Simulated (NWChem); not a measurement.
All runs are NWChem calculations. System: ethylamine (C2H7N), charge 0, spin multiplicity 1, at a geometry optimised with PBE/def2-SVP. Level: CAM-B3LYP/def2-TZVP.

Part of the output:

```
             Northwest Computational Chemistry Package (NWChem) 7.3.0
             --------------------------------------------------------

                                NWChem Input Module
                                -------------------

 Scaling coordinates for geometry "geometry" by  1.889725989
 (inverse scale =  0.529177249)

                             Geometry "geometry" -> ""
                             -------------------------

 Output coordinates in angstroms (scale by  1.889725989 to convert to a.u.)

  No.       Tag          Charge          X              Y              Z
 ---- ---------------- ---------- -------------- -------------- --------------
    1 C                    6.0000     1.19092800     0.44521300     0.01399900
    2 C                    6.0000     0.03947000    -0.55094500    -0.09841700
    3 N                    7.0000    -1.25011700     0.13404000    -0.00570400
    4 H                    1.0000     2.17281100    -0.05404200    -0.11248600
    5 H                    1.0000     1.09309000     1.23964100    -0.75303900
    6 H                    1.0000     1.19626300     0.93988500     1.00908000
    7 H                    1.0000     0.19287700    -1.36624900     0.65779800
    8 H                    1.0000     0.08783800    -1.05153000    -1.09072900
    9 H                    1.0000    -2.01633400    -0.54482800    -0.10144900
   10 H                    1.0000    -1.35811800     0.53323800     0.93726200

 Effective nuclear repulsion energy (a.u.)      82.3778764896

            Nuclear Dipole moment (a.u.)
            ----------------------------
        X                 Y               Z
 ---------------- ---------------- ----------------
    -0.0000075589     0.0000056692     0.0000018897


 Summary of "ao basis" -> "" (spherical)
 ------------------------------------------------------------------------------
       Tag                 Description            Shells   Functions and Types
 ---------------- ------------------------------  ------  ---------------------
 *                         def2-tzvp                  on all atoms

                                 NWChem DFT Module
                                 -----------------

 Summary of "ao basis" -> "ao basis" (spherical)
 ------------------------------------------------------------------------------
       Tag                 Description            Shells   Functions and Types
 ---------------- ------------------------------  ------  ---------------------
[...]
 Vector   12  Occ=2.000000D+00  E=-4.049677D-01
              MO Center=  4.0D-01, -3.9D-02, -6.2D-02, r^2= 2.6D+00
   Bfn.  Coefficient  Atom+Function         Bfn.  Coefficient  Atom+Function
  ----- ------------  ---------------      ----- ------------  ---------------
    39     -0.212982   2 C  pz                8      0.204181   1 C  pz
   119      0.202279   8 H  s               107      0.183779   6 H  s
    42     -0.151359   2 C  pz               11      0.145404   1 C  pz
   118      0.135827   8 H  s               106      0.124236   6 H  s
    69      0.120973   3 N  py              120      0.121404   8 H  s

 Vector   13  Occ=2.000000D+00  E=-3.072249D-01
              MO Center= -9.7D-01,  4.0D-02, -5.8D-02, r^2= 1.7D+00
   Bfn.  Coefficient  Atom+Function         Bfn.  Coefficient  Atom+Function
  ----- ------------  ---------------      ----- ------------  ---------------
    70     -0.269801   3 N  pz               69      0.267320   3 N  py
    75      0.234231   3 N  py               76     -0.225480   3 N  pz
    72      0.221074   3 N  py               73     -0.219439   3 N  pz
   113      0.161485   7 H  s                66      0.159159   3 N  s
    67      0.140770   3 N  s               114      0.141427   7 H  s

 Vector   14  Occ=0.000000D+00  E= 6.658478D-02
              MO Center= -7.1D-01, -3.0D-01,  4.9D-01, r^2= 6.9D+00
   Bfn.  Coefficient  Atom+Function         Bfn.  Coefficient  Atom+Function
  ----- ------------  ---------------      ----- ------------  ---------------
    36      2.056436   2 C  s                 5      1.721639   1 C  s
    67      1.181017   3 N  s               114     -1.153760   7 H  s
   126     -1.043223   9 H  s               120     -1.004028   8 H  s
   108     -0.983410   6 H  s               132     -0.946174  10 H  s
    96     -0.779862   4 H  s               102     -0.676817   5 H  s

 Vector   15  Occ=0.000000D+00  E= 1.037846D-01
              MO Center=  3.1D-01,  1.2D-02,  1.6D-02, r^2= 8.6D+00
   Bfn.  Coefficient  Atom+Function         Bfn.  Coefficient  Atom+Function
  ----- ------------  ---------------      ----- ------------  ---------------
     5      4.682118   1 C  s               108     -1.629809   6 H  s
    67     -1.570091   3 N  s                96     -1.504734   4 H  s
   102     -1.488837   5 H  s               126      0.999551   9 H  s
    43     -0.843190   2 C  px              120     -0.578732   8 H  s
    44     -0.558344   2 C  py              132      0.464352  10 H  s

 Vector   16  Occ=0.000000D+00  E= 1.140922D-01
              MO Center= -2.4D-01, -3.2D-01,  1.1D-01, r^2= 7.4D+00
   Bfn.  Coefficient  Atom+Function         Bfn.  Coefficient  Atom+Function
  ----- ------------  ---------------      ----- ------------  ---------------
    36      4.174090   2 C  s                 5     -2.321040   1 C  s
   120     -2.117897   8 H  s               132      1.315886  10 H  s
    67     -1.219235   3 N  s               108      1.173432   6 H  s
   114     -0.873470   7 H  s                12      0.734603   1 C  px
   126     -0.582057   9 H  s                45     -0.393877   2 C  pz

 center of mass
 --------------
 x =  -0.05710403 y =   0.01266272 z =  -0.02273889

 moments of inertia (a.u.)
 ------------------
          59.092936418961         -22.009915872619           2.384847485194
         -22.009915872619         201.911617814035          -5.531971089150
           2.384847485194          -5.531971089150         230.623573858867

     Multipole analysis of the density
     ---------------------------------

     L   x y z        total         alpha         beta         nuclear
     -   - - -        -----         -----         ----         -------
     0   0 0 0     -0.000000    -13.000000    -13.000000     26.000000

     1   1 0 0     -0.020504     -0.010248     -0.010248     -0.000008
     1   0 1 0     -0.384968     -0.192487     -0.192487      0.000006
     1   0 0 1      0.379171      0.189585      0.189585      0.000002

     2   2 0 0    -15.015952    -66.003357    -66.003357    116.990762
     2   1 1 0      1.178299     -7.014189     -7.014189     15.206677
     2   1 0 1     -1.261970      0.745798      0.745798     -2.753567
     2   0 2 0    -16.120929    -24.331739    -24.331739     32.542549
     2   0 1 1      1.003196     -1.608279     -1.608279      4.219755
     2   0 0 2    -15.359625    -15.123022    -15.123022     14.886418

 Task  times  cpu:       76.8s     wall:       76.8s

 Total times  cpu:       76.8s     wall:       76.8s
```

Write an NWChem input that would produce this output.

Several could match; the one computed here: 
```
start mol
memory heap 200 mb stack 900 mb global 1100 mb
geometry units angstroms nocenter noautoz noautosym
  C      1.190928     0.445213     0.013999
  C      0.039470    -0.550945    -0.098417
  N     -1.250117     0.134040    -0.005704
  H      2.172811    -0.054042    -0.112486
  H      1.093090     1.239641    -0.753039
  H      1.196263     0.939885     1.009080
  H      0.192877    -1.366249     0.657798
  H      0.087838    -1.051530    -1.090729
  H     -2.016334    -0.544828    -0.101449
  H     -1.358118     0.533238     0.937262
end
basis spherical
  * library def2-tzvp
end
dft
  xc xcamb88 1.00 lyp 0.81 vwn_5 0.19 hfexch 1.00
  cam 0.33 cam_alpha 0.19 cam_beta 0.46
  direct
  iterations 100
end
task dft energy
```
